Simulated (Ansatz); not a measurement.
`C/C=C(\N)O` → `CNC(C)=O`  (isomerisation)

Isolated molecules relaxed with PBE0-D4/def2-TZVP in Ansatz; ΔE leaves out vibrations. CCSD(T)/CBS is the MP2 limit (def2-TZVPP, def2-QZVPP) plus CCSD(T) − MP2 in def2-TZVPP, frozen cores. Functionals use def2-TZVPP. Each species was taken in one conformer, which may not be the lowest.

`C/C=C(\N)O`:

Z-matrix (Å, degrees):
```
C
C 1 1.491
H 1 1.096 2 112.5
H 1 1.094 2 111.0 3 119.4
H 1 1.094 2 112.4 3 -121.2
C 2 1.333 1 125.5 3 105.1
H 2 1.083 1 118.4 3 -74.8
O 6 1.362 2 120.5 1 172.2
N 6 1.394 2 127.2 1 -9.4
H 8 0.964 6 107.4 2 146.0
H 9 1.012 6 113.1 2 125.2
H 9 1.008 6 113.6 2 -2.1
```

`CNC(C)=O`:

```xyz
12

C    -0.366   -1.663   -0.838
N    -0.058   -0.280   -0.587
C     0.044    0.229    0.667
C     0.375    1.699    0.742
O    -0.117   -0.441    1.668
H    -0.495   -2.148    0.129
H     0.444   -2.161   -1.378
H    -1.290   -1.767   -1.413
H     0.090    0.336   -1.365
H     1.299    1.817    1.309
H    -0.416    2.204    1.298
H     0.489    2.176   -0.232
```

```
             level  ΔE (kJ/mol)
         r2SCAN-D4        -87.8
           ωB97X-V        -90.7
               PBE        -85.3
     HF/def2-TZVPP        -96.7
SCS-MP2/def2-QZVPP        -83.5
      HF/CBS(def2)        -96.8
     MP2/CBS(def2)        -79.0
    CCSD/CBS(def2)        -78.0
```

Q: What does CCSD(T)/CBS give? (Estimate.)

A: Computed: -77.9 kJ/mol. The listed levels differ from it by -9.9, -12.8, -7.4, -18.8, -5.6, -18.9, -1.1, -0.1 kJ/mol.

Largest T1 diagnostic among the species: 0.014.

In def2-TZVPP, CCSD(T) changes the Hartree–Fock value by +15.7 kJ/mol (the triples alone add +0.1 kJ/mol) and MP2 by +14.5 kJ/mol.
